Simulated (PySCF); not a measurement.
Point groups of optimised structures. Computed with PBE0-D3(BJ)/def2-SVP geometry optimisation, gas phase in PySCF 2.14.0. The symmetry is that of the one conformer found, every atom within 0.08 Å of its image; none is proved a minimum here.

(1) `[BH3-][PH+]1C=C1`: symmetry, top, dipole?

(2) `[CH3:1]/[CH:2]=[CH:3]/[C:4]#[N:5]` with H–C1–C2–C3 -1° (nearest H): symmetry, top, dipole?

(3) Point group, rotor type and polarity of `[cH:1]1[cH:2][cH:3][nH:4][cH:5]1`?

(4) Point group, rotor type and polarity of `F[PH3+]`?

(5) `[SiH2]`: symmetry, top, dipole?

(6) Point group, rotor type and polarity of `[F][Hg]` [radical]?

Answers

(1) Cs; near-prolate asymmetric top; symmetry number 1; 2 operations, which sort the 10 atoms into 7 sets; dipole 4.96 D, in the ac plane, which is the mirror.

(2) Cs; near-prolate asymmetric top; symmetry number 1; 2 operations, which sort the 10 atoms into 9 sets; dipole 4.63 D, in the ab plane, which is the mirror; heavy atoms equivalent by symmetry: none.

(3) C2v; near-oblate asymmetric top; symmetry number 2; 4 operations, which sort the 10 atoms into 6 sets; dipole 2.05 D, along a, the twofold axis; A, B, C = 9191, 9021, 4553 MHz; heavy atoms equivalent by symmetry: C1/C2, C3/C5.

(4) C3v; prolate symmetric top; symmetry number 3; 6 operations, which sort the 5 atoms into 3 sets; dipole about the centre of mass 4.16 D, along the axis; A, B, C = 93500, 14886, 14881 MHz.

(5) C2v; asymmetric top; symmetry number 2; 4 operations, which sort the 3 atoms into 2 sets; dipole 0.36 D, along b, the twofold axis.

(6) C∞v; linear; symmetry number 1; dipole 2.77 D, along the axis.
